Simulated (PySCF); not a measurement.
# AlF at other levels of theory

Starting from one script, swap the method and compare what comes out for AlF.

Computed with PySCF 2.14.0. Level: method and basis as typed in the scripts.

1 further run of the same task is left out (it didn't finish).

## 1. The starting structure

AlF: 2 atoms, charge 0, spin multiplicity 1.

Bond lengths: Al1–F2 1.629 Å.

## 2. The base run

The input, input.py:

```python
from pyscf import gto, scf, cc

mol = gto.M(
    atom='Al 0 0 0; F 0 0 1.629',
    basis='cc-pcvdz',
    charge=0,
    spin=0,
    verbose=3,
)
mf = scf.RHF(mol)
mf.kernel()
mycc = cc.CCSD(mf)
mycc.kernel()
mf.dip_moment()
print('orbital energies (hartree):', mf.mo_energy[..., max(0, mol.nelec[1]-3):mol.nelec[0]+3].round(4))
```

Run with:

```sh
$ OMP_NUM_THREADS=1 python input.py
```

Log:

```text
converged SCF energy = -341.422057080352
E(CCSD) = -341.9125994997427  E_corr = -0.4905424193903037
Dipole moment(X, Y, Z, Debye):  0.00000, -0.00000, -1.32565
orbital energies (hartree): [-0.6155 -0.6155 -0.3368  0.0494  0.0494  0.1305]
```

Wall time 3.2 s (1 thread of Arm Neoverse N1, shared host); peak memory 0.14 GiB.

In short: E(SCF) = -341.422057 Eh, E(CCSD) − E(SCF) = -0.49054 Eh, μ = 1.33 D (of the SCF density).

The bond length is a typed value, not an optimised one.

## 3. Olyp (RKS)

Variant 1 changes functional: none (Hartree–Fock) → olyp; SCF type: RHF → RKS; step after the SCF: ccsd → analyze.

The input, input.py:

```python
from pyscf import gto, dft

mol = gto.M(
    atom='Al 0 0 0; F 0 0 1.629',
    basis='cc-pcvdz',
    charge=0,
    spin=0,
    verbose=3,
)
mf = dft.RKS(mol, xc='olyp')
mf.kernel()
mf.analyze()
print('orbital energies (hartree):', mf.mo_energy[..., max(0, mol.nelec[1]-3):mol.nelec[0]+3].round(4))
```

Run with:

```sh
$ OMP_NUM_THREADS=1 python input.py
```

Log:

```text
converged SCF energy = -342.30484519383
**** MO energy ****
MO #1   energy= -55.3921154552638  occ= 2
MO #2   energy= -24.2294868885987  occ= 2
MO #3   energy= -3.97002626600507  occ= 2
MO #4   energy= -2.56433966933103  occ= 2
MO #5   energy= -2.56433966933102  occ= 2
MO #6   energy= -2.56014617671085  occ= 2
MO #7   energy= -1.04978441840093  occ= 2
MO #8   energy= -0.389559406187047 occ= 2
MO #9   energy= -0.340389453973578 occ= 2
MO #10  energy= -0.340389453973545 occ= 2
MO #11  energy= -0.217200594119205 occ= 2
MO #12  energy= -0.0659971357647918 occ= 0
MO #13  energy= -0.0659971357647272 occ= 0
MO #14  energy= 0.00696882273125254 occ= 0
MO #15  energy= 0.167210411874516  occ= 0
MO #16  energy= 0.199225228047246  occ= 0
MO #17  energy= 0.199225228047284  occ= 0
MO #18  energy= 0.240342987544081  occ= 0
MO #19  energy= 0.240343213504233  occ= 0
MO #20  energy= 0.247746037470492  occ= 0
MO #21  energy= 0.303295492900542  occ= 0
MO #22  energy= 0.30329549290056   occ= 0
MO #23  energy= 0.488490264944659  occ= 0
MO #24  energy= 1.24577571039147   occ= 0
MO #25  energy= 1.24577571039147   occ= 0
MO #26  energy= 1.25503996431387   occ= 0
MO #27  energy= 2.08001289714124   occ= 0
MO #28  energy= 3.46518771298214   occ= 0
MO #29  energy= 3.46520976810746   occ= 0
MO #30  energy= 3.48421115646079   occ= 0
MO #31  energy= 3.48421115646081   occ= 0
MO #32  energy= 3.53396794647069   occ= 0
MO #33  energy= 4.65841261919514   occ= 0
MO #34  energy= 4.65841261919516   occ= 0
MO #35  energy= 4.75315425467684   occ= 0
MO #36  energy= 7.99944203201382   occ= 0
MO #37  energy= 8.03389843927064   occ= 0
MO #38  energy= 8.03389902451245   occ= 0
MO #39  energy= 8.03992962615685   occ= 0
MO #40  energy= 8.03992962615694   occ= 0
MO #41  energy= 8.05680819295739   occ= 0
MO #42  energy= 41.4343721295284   occ= 0
MO #43  energy= 46.9486211134126   occ= 0
MO #44  energy= 46.9486211134126   occ= 0
MO #45  energy= 47.0449655451951   occ= 0
 ** Mulliken atomic charges  **
charge of    0Al =      0.45721
charge of    1F =     -0.45721
Dipole moment(X, Y, Z, Debye): -0.00000,  0.00000, -1.09530
orbital energies (hartree): [-0.3404 -0.3404 -0.2172 -0.066  -0.066   0.007 ]
```

It took 2.3 s on 1 thread of Arm Neoverse N1, shared host; peak memory 0.17 GiB.

Result: E(SCF) = -342.304845 Eh, μ = 1.10 D.

## 4. UHF

Variant 2 changes SCF type: RHF → UHF.

The input, input.py:

```python
from pyscf import gto, scf, cc

mol = gto.M(
    atom='Al 0 0 0; F 0 0 1.629',
    basis='cc-pcvdz',
    charge=0,
    spin=0,
    verbose=3,
)
mf = scf.UHF(mol)
mf.kernel()
mycc = cc.CCSD(mf)
mycc.kernel()
mf.dip_moment()
print('orbital energies (hartree):', [e[max(0, n-3):n+3].round(4) for e, n in zip(mf.mo_energy, mol.nelec)])
```

Run with:

```sh
$ OMP_NUM_THREADS=1 python input.py
```

Log:

```text
converged SCF energy = -341.422057080293  <S^2> = 7.7614537e-10  2S+1 = 1
E(UCCSD) = -341.9125995332504  E_corr = -0.4905424529577858
Dipole moment(X, Y, Z, Debye):  0.00000, -0.00000, -1.32566
orbital energies (hartree): [array([-0.6155, -0.6155, -0.3368,  0.0494,  0.0494,  0.1305]), array([-0.6155, -0.6155, -0.3368,  0.0494,  0.0494,  0.1305])]
```

Wall time 10 s (1 thread of Arm Neoverse N1, shared host); peak memory 0.26 GiB.

Result: E(SCF) = -341.422057 Eh (no change), E(CCSD) − E(SCF) = -0.49054 Eh, μ = 1.33 D (of the SCF density).

## 5. Polarisability

Variant 3 changes step after the SCF: ccsd → polarizability.

Changes to input.py since step 2:

```diff
@@ -1,2 +1,3 @@
-from pyscf import gto, scf, cc
+from pyscf import gto, scf
+from pyscf.prop.polarizability import rhf as pol
 
@@ -11,4 +12,4 @@
 mf.kernel()
-mycc = cc.CCSD(mf)
-mycc.kernel()
+print('polarizability (a.u.)')
+print(pol.Polarizability(mf).polarizability().round(4))
 mf.dip_moment()
```

Run with:

```sh
$ OMP_NUM_THREADS=1 python input.py
```

Log:

```text
converged SCF energy = -341.422057080352
polarizability (a.u.)
[[39.205  -0.     -0.    ]
 [-0.     39.205  -0.    ]
 [-0.     -0.     28.3751]]
Dipole moment(X, Y, Z, Debye):  0.00000, -0.00000, -1.32565
orbital energies (hartree): [-0.6155 -0.6155 -0.3368  0.0494  0.0494  0.1305]
```

Run time: 1.1 s. Hardware: 1 thread of Arm Neoverse N1, shared host.

Result: E(SCF) = -341.422057 Eh (no change), μ = 1.33 D, α(xx, yy, zz) = 39.2, 39.2, 28.4 bohr³.

## 6. Gradient

Variant 4 changes step after the SCF: ccsd → gradient.

Changes to input.py since step 2:

```diff
@@ -1,2 +1,2 @@
-from pyscf import gto, scf, cc
+from pyscf import gto, scf
 
@@ -11,4 +11,3 @@
 mf.kernel()
-mycc = cc.CCSD(mf)
-mycc.kernel()
+mf.nuc_grad_method().kernel()
 mf.dip_moment()
```

Run with:

```sh
$ OMP_NUM_THREADS=1 python input.py
```

Log:

```text
converged SCF energy = -341.422057080352
--------------- RHF gradients ---------------
         x                y                z
0 Al     0.0000000000     0.0000000000     0.0370917036
1 F    -0.0000000000    -0.0000000000    -0.0370917036
----------------------------------------------
Dipole moment(X, Y, Z, Debye):  0.00000, -0.00000, -1.32565
orbital energies (hartree): [-0.6155 -0.6155 -0.3368  0.0494  0.0494  0.1305]
```

It took 1.7 s on 1 thread of Arm Neoverse N1, shared host.

Outcome: E(SCF) = -341.422057 Eh (no change), μ = 1.33 D, gradient on the second atom -0.0371 Eh/bohr.

## 7. Population analysis

Variant 5 changes step after the SCF: ccsd → analyze.

The input, input.py:

```python
from pyscf import gto, scf

mol = gto.M(
    atom='Al 0 0 0; F 0 0 1.629',
    basis='cc-pcvdz',
    charge=0,
    spin=0,
    verbose=3,
)
mf = scf.RHF(mol)
mf.kernel()
mf.analyze()
print('orbital energies (hartree):', mf.mo_energy[..., max(0, mol.nelec[1]-3):mol.nelec[0]+3].round(4))
```

Run with:

```sh
$ OMP_NUM_THREADS=1 python input.py
```

Log:

```text
converged SCF energy = -341.422057080352
**** MO energy ****
MO #1   energy= -58.5059096787138  occ= 2
MO #2   energy= -26.2529866843509  occ= 2
MO #3   energy= -4.91750478452476  occ= 2
MO #4   energy= -3.22851423051801  occ= 2
MO #5   energy= -3.22596658985908  occ= 2
MO #6   energy= -3.225966589859    occ= 2
MO #7   energy= -1.54199050154704  occ= 2
MO #8   energy= -0.673244504955065 occ= 2
MO #9   energy= -0.615462036991508 occ= 2
MO #10  energy= -0.615462036991499 occ= 2
MO #11  energy= -0.336827854251169 occ= 2
MO #12  energy= 0.0494357774245674 occ= 0
MO #13  energy= 0.0494357774246175 occ= 0
MO #14  energy= 0.130469617073686  occ= 0
MO #15  energy= 0.291926706138639  occ= 0
MO #16  energy= 0.36153347884407   occ= 0
MO #17  energy= 0.361533478844075  occ= 0
MO #18  energy= 0.413998532299073  occ= 0
MO #19  energy= 0.413998532299099  occ= 0
MO #20  energy= 0.43227396888385   occ= 0
MO #21  energy= 0.494064653293182  occ= 0
MO #22  energy= 0.494064653293213  occ= 0
MO #23  energy= 0.711440733979785  occ= 0
MO #24  energy= 1.62150620160017   occ= 0
MO #25  energy= 1.62150620160019   occ= 0
MO #26  energy= 1.63046610211902   occ= 0
MO #27  energy= 2.51302154874337   occ= 0
MO #28  energy= 4.01490991368922   occ= 0
MO #29  energy= 4.01490991368925   occ= 0
MO #30  energy= 4.03468733207031   occ= 0
MO #31  energy= 4.0346873320704    occ= 0
MO #32  energy= 4.08496706890875   occ= 0
MO #33  energy= 5.36829053814093   occ= 0
MO #34  energy= 5.3682905381411    occ= 0
MO #35  energy= 5.45894766535559   occ= 0
MO #36  energy= 8.8159289764301    occ= 0
MO #37  energy= 8.85990798384518   occ= 0
MO #38  energy= 8.85990798384525   occ= 0
MO #39  energy= 8.86595877695018   occ= 0
MO #40  energy= 8.86595877695019   occ= 0
MO #41  energy= 8.88271212860318   occ= 0
MO #42  energy= 43.2787604166458   occ= 0
MO #43  energy= 48.9079161140597   occ= 0
MO #44  energy= 48.9079161140597   occ= 0
MO #45  energy= 49.0044537244201   occ= 0
 ** Mulliken atomic charges  **
charge of    0Al =      0.56987
charge of    1F =     -0.56987
Dipole moment(X, Y, Z, Debye):  0.00000, -0.00000, -1.32565
orbital energies (hartree): [-0.6155 -0.6155 -0.3368  0.0494  0.0494  0.1305]
```

It took 1.2 s on 1 thread of Arm Neoverse N1, shared host.

This run: E(SCF) = -341.422057 Eh (no change), μ = 1.33 D.

## 8. NEVPT2

Variant 6 changes step after the SCF: ccsd → nevpt2; active space: none → 6 electrons in 5 orbitals.

Changes to input.py since step 2:

```diff
@@ -1,2 +1,2 @@
-from pyscf import gto, scf, cc
+from pyscf import gto, scf, mcscf, mrpt
 
@@ -11,4 +11,6 @@
 mf.kernel()
-mycc = cc.CCSD(mf)
-mycc.kernel()
+mc = mcscf.CASSCF(mf, 5, 6)
+mc.kernel()
+mc.analyze()
+mrpt.NEVPT(mc).kernel()
 mf.dip_moment()
```

Run with:

```sh
$ OMP_NUM_THREADS=1 python input.py
```

Log:

```text
converged SCF energy = -341.422057080352
CASSCF energy = -341.452014807497
CASCI E = -341.452014807497  E(CI) = -10.2624511364801  S^2 = 0.0000000
Sr    (-1)',   E = -0.00619143730621
Si    (+1)',   E = -0.00001029411699
Sijrs (0)  ,   E = -0.24576237097888
Sijr  (+1) ,   E = -0.00999847244378
Srsi  (-1) ,   E = -0.11336517923280
Srs   (-2) ,   E = -0.05471660199618
Sij   (+2) ,   E = -0.00034075038030
Sir   (0)' ,   E = -0.01011580212711
Nevpt2 Energy = -0.440500908582246
Dipole moment(X, Y, Z, Debye):  0.00000, -0.00000, -1.32565
orbital energies (hartree): [-0.6155 -0.6155 -0.3368  0.0494  0.0494  0.1305]
```

It took 2.4 s on 1 thread of Arm Neoverse N1, shared host.

Result: E(SCF) = -341.422057 Eh (no change), E(CAS) − E(SCF) = -0.02996 Eh, NEVPT2 = -0.44050 Eh, μ = 1.33 D (of the SCF density).

## 9. Comparison

```tsv
run	E(SCF) (hartree)	from base (eV)	gap (eV)	SCF dipole (D)	after the SCF
base	-341.422057	0	10.51	1.33	CCSD correlation -13.348 eV
olyp (RKS)	-342.304845	not comparable	4.11	1.10	n/a
UHF	-341.422057	0.0000	10.51	1.33	CCSD correlation -13.348 eV
polarisability	-341.422057	0.0000	10.51	1.33	mean α 35.6 bohr³
gradient	-341.422057	0.0000	10.51	1.33	n/a
population analysis	-341.422057	0.0000	10.51	1.33	n/a
NEVPT2	-341.422057	0.0000	10.51	1.33	NEVPT2 correlation -12.802 eV (from the SCF energy, the CASSCF gain included)
```

Wall time on 1 thread of Arm Neoverse N1, shared host, start-up included: base 3.2 s; olyp (RKS) 2.3 s; UHF 10 s; polarisability 1.1 s; gradient 1.7 s; population analysis 1.2 s; NEVPT2 2.4 s.

**Reading.** No change of the SCF energy comes from UHF. Total energies of different functionals can't be compared with each other; differences within one functional can. The dearest run is “UHF”, at 10 s against 3.2 s.
